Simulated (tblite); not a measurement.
Species: C₂H₃PS.
Atom-mapped SMILES: `[S:1]=[PH:2]1[CH:3]=[CH:4]1` (hydrogens: H5 on P2; H6 on C3; H7 on C4)

Computed with GFN2-xTB (tblite): harmonic, unscaled wavenumbers at the GFN2-xTB geometry, gas phase. Against measured fundamentals such values can be off by several per cent, at times by over 20. Modes of hydrogen on phosphorus can be 10 to 20 % off.

Harmonic wavenumbers (cm⁻¹): 208.9, 213.0, 519.3, 627.4, 647.0, 675.7, 761.8, 817.5, 878.0, 934.3, 1008.4, 1586.6, 2247.2, 3113.4, 3128.6.

A = 16534, B = 2864, C = 2860 MHz; mass 89.969 u (most abundant isotopes); point group Cs, symmetry number 1.

Task: Zero-point energy?

Result: Half the sum of the wavenumbers: 8684 cm⁻¹ = 103.88 kJ/mol.

Task: Entropy at 200 K, 1 bar (ideal gas, RRHO, classical rotation)?

Result: Translation 156.67, rotation 100.78, vibration 14.12: S = 271.6 J/(mol K).

Task: And Cp and H(200 K) − H(0)?

Result: Cp = 58.36 J/(mol K), of which vibrations give 25.10 (their classical limit is 15 R = 124.7); H(200 K) − H(0) = 8.55 kJ/mol without the zero-point energy, 1.90 from vibrations.

Task: How do the functions run with temperature in this model?

Result: 
```json
{"T (K)": "100", "S (J/(mol K))": "237.8", "Cp (J/(mol K))": "41.9", "H − H(0) (kJ/mol)": "3.59", "G − H(0) (kJ/mol)": "-20.20", "ln q(vib)": "0.10"}
{"T (K)": "300", "S (J/(mol K))": "298.8", "Cp (J/(mol K))": "77.1", "H − H(0) (kJ/mol)": "15.34", "G − H(0) (kJ/mol)": "-74.32", "ln q(vib)": "1.21"}
{"T (K)": "500", "S (J/(mol K))": "344.9", "Cp (J/(mol K))": "102.7", "H − H(0) (kJ/mol)": "33.58", "G − H(0) (kJ/mol)": "-138.86", "ln q(vib)": "2.77"}
{"T (K)": "800", "S (J/(mol K))": "397.9", "Cp (J/(mol K))": "122.4", "H − H(0) (kJ/mol)": "67.66", "G − H(0) (kJ/mol)": "-250.67", "ln q(vib)": "5.18"}
{"T (K)": "1000", "S (J/(mol K))": "426.1", "Cp (J/(mol K))": "130.3", "H − H(0) (kJ/mol)": "92.97", "G − H(0) (kJ/mol)": "-333.14", "ln q(vib)": "6.67"}
```

q(vib) and H(0) count from the zero-point level.

Task: Which modes carry the vibrational entropy at 200 K?

Result: 208.9 cm⁻¹: 5.67; 213.0 cm⁻¹: 5.53; 519.3 cm⁻¹: 0.96; 627.4 cm⁻¹: 0.51; 647.0 cm⁻¹: 0.45; 675.7 cm⁻¹: 0.38 J/(mol K); the other 9 give 0.62 together.

Task: What must be added to the electronic energy to get the Gibbs energy at 200 K and 1 bar?

Result: ZPE + [H(200 K) − H(0)] − T·S = 103.88 + 8.55 − 54.31 = 58.12 kJ/mol.

Hindered rotation and anharmonicity are outside this model.
